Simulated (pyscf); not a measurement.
Single points on ωB97X-D3(BJ)/def2-SVP structures (PySCF, gas phase).

SMILES: [NH]=[Nb]([Cl])([Cl])[Cl]
```xyz
6

N      0.7673     0.8629    -0.3332
Nb     0.8490    -0.6443     0.4745
Cl     1.2684    -0.2006     2.6790
Cl    -1.1751    -1.6701     0.1844
Cl     2.5494    -1.8302    -0.4925
H      0.7178     1.7585    -0.8131
```

### Question
What is the homolytic dissociation enthalpy (298 K, ωB97M-D3(BJ)/def2-TZVP) of the H–N bond of HN=Nb(Cl)(Cl)–Cl, to [N=Nb(Cl)(Cl)–Cl]• + H•?

### Answer
H–N to [N=Nb(Cl)(Cl)–Cl]• + H•: 510.0 kJ/mol. The 7 functionals that were run give +483.4 (PBE) to +510.0 kJ/mol (ωB97M-D3(BJ)). The radicals are drawn with the spin at the cut bond; how far it spreads was not checked. Other isomers of [N=Nb(Cl)(Cl)–Cl]• were not searched in full and may lie lower. Open-shell species with a d-block atom are single-reference here; other states, and whether the spin sits on metal or ligand, were not checked. Elements past Kr carry the def2 core potentials, without spin-orbit coupling.
